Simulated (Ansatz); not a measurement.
# SiPH3 (singlet): wave-function methods side by side, cc-pVDZ

The task here is to estimate one member of a computed series from the others.

Program: Ansatz 0.2.0, Gaussian basis. Level of theory: cc-pVDZ, core rule «outside noble gas», up to 10 orbitals frozen. These are calculated values, not measurements.

Plan: UHF; CCSD(T) on RHF; BCCD(T) on RHF; CISD; CCSDT(Q) on RHF.

12 further runs of the same task are left out: 3 that didn't finish, 9 set aside as unsound or not needed. Runs told in other sessions of the task aren't counted.

**The geometry**

The geometry is a PBE0/def2-TZVP stationary point (not a proven minimum).

5 atoms, charge 0, spin multiplicity 1.

Atoms are counted from 1 here; the program's logs count them from 0.

Bond lengths: Si1–P2 2.059 Å, Si1–H4 1.496 Å, Si1–H5 1.496 Å, P2–H3 1.543 Å. Angles: P2–Si1–H4 127.0°, P2–Si1–H5 127.0°, H4–Si1–H5 105.1°, Si1–P2–H3 56.5°.

Set-up of the first run:

Input file in.yaml:

```yaml
crystal:
  periodic: [false, false, false]
  atoms:
    - {symbol: Si, position_ang: [-0.028171, 0.000000, 1.017664]}
    - {symbol: P, position_ang: [-0.021527, 0.000000, -1.041584]}
    - {symbol: H, position_ang: [1.262650, 0.000001, -0.186858]}
    - {symbol: H, position_ang: [0.091917, 1.187655, 1.919027]}
    - {symbol: H, position_ang: [0.091918, -1.187654, 1.919027]}
basis:
  gaussian: {orbitals: cc-pVDZ}
magnetization: {spin_polarized: true, initial_magnetization: 0}
hamiltonian: {xc: hf}
output: {orbitals: {seedname: orbitals}}
```

On the command line:

```bash
$ ansatz run in.yaml --threads 1 --pin off --events-out ev --progress --plain --max-ram 2393MiB
```

Among the steps run: UHF; CCSD(T) on RHF; BCCD(T) on RHF; CISD; CCSDT(Q) on RHF.

One table of the session follows, with a row left open; its other results are not shown here.

```
   method  from RCCSDT(Q) (meV)
      RHF               +7128.9
     RMP2               +1279.3
     CISD                +921.7
    RCCSD                +289.1
 RCCSD(T)                     ?
  BCCD(T)                 +45.8
   RCCSDT                 +16.4
RCCSDT(Q)                     0
```

Q: Estimate the row for RCCSD(T) from the others.

The run gave: from RCCSDT(Q) (meV): +47.0. In the column «from RCCSDT(Q) (meV)» it lies between BCCD(T) (+45.8) and RCCSD (+289.1).

With the free atoms at the same levels and basis (separate runs), the atomisation energy is 10.481 eV at RCCSDT(Q), 10.455 eV at RCCSD(T), 7.381 eV at RHF.
